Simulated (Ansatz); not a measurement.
Ligand exchange: LiF + C4H10S → LiSH + C4H9F

Species: LiF, singlet; C4H10S (isobutyl mercaptan) `CC(C)CS`, singlet; LiSH `[Li][SH]`, singlet; C4H9F `CC(C)CF`, singlet. The partners trade F for SH: Li–F and C–SH bonds give way to Li–SH and C–F.

Shapes, held fixed at every level: PBE0-D4/def2-TZVP. Flexible molecules stand in one conformer, not always the lowest. Programs: Ansatz 0.2.0. Electronic energies: no zero-point or thermal term.

Question: Estimate ΔE of this reaction.

Answer: The highest level, CCSD(T)/def2-TZVPP, gives ΔE = +68.4 kJ/mol; the levels span +37.8 to +74.8. The column of differences is taken from that level and isn't an error. No measured value is set beside it here. Correlated rows may include outer-core shells of Li, which these sets cover unevenly.

```json
{"level": "HF/def2-TZVPP", "kind": "Hartree–Fock", "ΔE (kJ/mol)": "+37.8", "less CCSD(T)/def2-TZVPP": "-30.6"}
{"level": "PBE-D4/def2-TZVPP", "kind": "GGA", "ΔE (kJ/mol)": "+74.8", "less CCSD(T)/def2-TZVPP": "+6.4"}
{"level": "r2SCAN-D4/def2-TZVPP", "kind": "meta-GGA", "ΔE (kJ/mol)": "+64.2", "less CCSD(T)/def2-TZVPP": "-4.2"}
{"level": "wB97M-V/def2-TZVPP", "kind": "range-separated hybrid", "ΔE (kJ/mol)": "+67.8", "less CCSD(T)/def2-TZVPP": "-0.6"}
{"level": "B2PLYP/def2-TZVPP", "kind": "double hybrid", "ΔE (kJ/mol)": "+70.8", "less CCSD(T)/def2-TZVPP": "+2.4"}
{"level": "CCSD/def2-TZVPP", "kind": "coupled cluster or CI", "ΔE (kJ/mol)": "+65.2", "less CCSD(T)/def2-TZVPP": "-3.2"}
{"level": "CCSD(T)/def2-TZVPP", "kind": "coupled cluster or CI", "ΔE (kJ/mol)": "+68.4", "less CCSD(T)/def2-TZVPP": "0.0"}
```
